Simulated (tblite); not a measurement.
Compound: C5H9P.
Geometry (GFN2-xTB, Å), atoms numbered from 1 in this order:
```
atom  x, y, z in Å
C1    -1.7471   -0.8654   -0.4053
C2    -1.4120    0.6233   -0.4267
C3     0.0109    0.8592   -0.1327
C4     1.1860    0.3581    0.1440
C5     2.0223   -0.8252    0.3863
P6     1.2779    2.1991   -0.0053
H7    -1.1541   -1.3984   -1.1446
H8    -2.8006   -1.0166   -0.6290
H9    -1.5366   -1.2872    0.5747
H10   -1.6432    1.0518   -1.4067
H11   -2.0208    1.1567    0.3098
H12    1.4250   -1.7327    0.3038
H13    2.8359   -0.8627   -0.3379
H14    2.4635   -0.7751    1.3819
H15    1.0885    2.5231    1.3656
```

Computed values, GFN2-xTB/tblite, gas phase, harmonic and unscaled. Against measured fundamentals such values can be off by several per cent, at times by over 20. Modes of hydrogen on phosphorus can be 10 to 20 % off. One conformer, not necessarily the lowest.

Harmonic wavenumbers (cm⁻¹): 47.0, 95.7, 124.6, 184.7, 249.4, 260.5, 331.4, 334.2, 626.5, 667.4, 690.1, 800.4, 812.8, 931.8, 1004.9, 1011.9, 1056.5, 1071.5, 1086.2, 1178.6, 1225.9, 1317.8, 1385.0, 1407.0, 1454.9, 1457.5, 1465.2, 1494.8, 1503.8, 1882.5, 2069.8, 2936.5, 2958.3, 2995.2, 3006.3, 3008.7, 3036.1, 3039.2, 3043.7.

A = 3901, B = 2075, C = 1404 MHz; mass 100.044 u (most abundant isotopes); point group C1, symmetry number 1.

**Question.** What is the zero-point energy?

**Answer.** ½Σν̃ = 26627 cm⁻¹ = 318.53 kJ/mol.

**Question.** What is S at 273.15 K and 1 bar for an ideal gas of classical rigid rotors and harmonic oscillators?

**Answer.** Translation 164.47, rotation 114.97, vibration 83.89: S = 363.3 J/(mol K).

**Question.** And Cp and H(273.15 K) − H(0)?

**Answer.** Cp = 116.95 J/(mol K), of which vibrations give 83.69 (their classical limit is 39 R = 324.3); H(273.15 K) − H(0) = 21.11 kJ/mol without the zero-point energy, 12.02 from vibrations.

**Question.** How do the functions run with temperature in this model?

**Answer.** 
| T (K) | S (J/(mol K)) | Cp (J/(mol K)) | H − H(0) (kJ/mol) | G − H(0) (kJ/mol) | ln q(vib) |
| --- | --- | --- | --- | --- | --- |
| 150 | 304.5 | 83.5 | 8.81 | -36.86 | 2.34 |
| 250 | 353.3 | 110.3 | 18.48 | -69.84 | 4.34 |
| 298.15 | 373.9 | 124.3 | 24.12 | -87.35 | 5.28 |
| 400 | 414.6 | 154.0 | 38.31 | -127.53 | 7.21 |
| 600 | 486.8 | 203.1 | 74.28 | -217.83 | 10.91 |
| 900 | 579.4 | 252.8 | 143.25 | -378.20 | 16.16 |

q(vib) and H(0) count from the zero-point level.

**Question.** Blend soft modes into free rotors: weight 1/[1 + (100 cm⁻¹/ν̃)⁴] for the oscillator and the rest for a rotor with moment μB/(μ + B), μ = h/(8π²ν), B = 10⁻⁴⁴ kg m². What vibrational entropy results?

**Answer.** 77.36 J/(mol K) in place of 83.89, which changes −T·S at 273.15 K by +1.78 kJ/mol.

**Question.** Which modes carry the vibrational entropy at 273.15 K?

**Answer.** 47.0 cm⁻¹: 19.94; 95.7 cm⁻¹: 14.10; 124.6 cm⁻¹: 11.96; 184.7 cm⁻¹: 8.86; 249.4 cm⁻¹: 6.62; 260.5 cm⁻¹: 6.31 J/(mol K); the other 33 give 16.10 together.

**Question.** What must be added to the electronic energy to get the Gibbs energy at 273.15 K and 1 bar?

**Answer.** ZPE + [H(273.15 K) − H(0)] − T·S = 318.53 + 21.11 − 99.24 = 240.40 kJ/mol.

Hindered rotation and anharmonicity are outside this model. Other conformers, if any are populated, would add a mixing term that is left out. The structure is chiral; the term R ln 2 for an equal mix with its mirror image is left out.
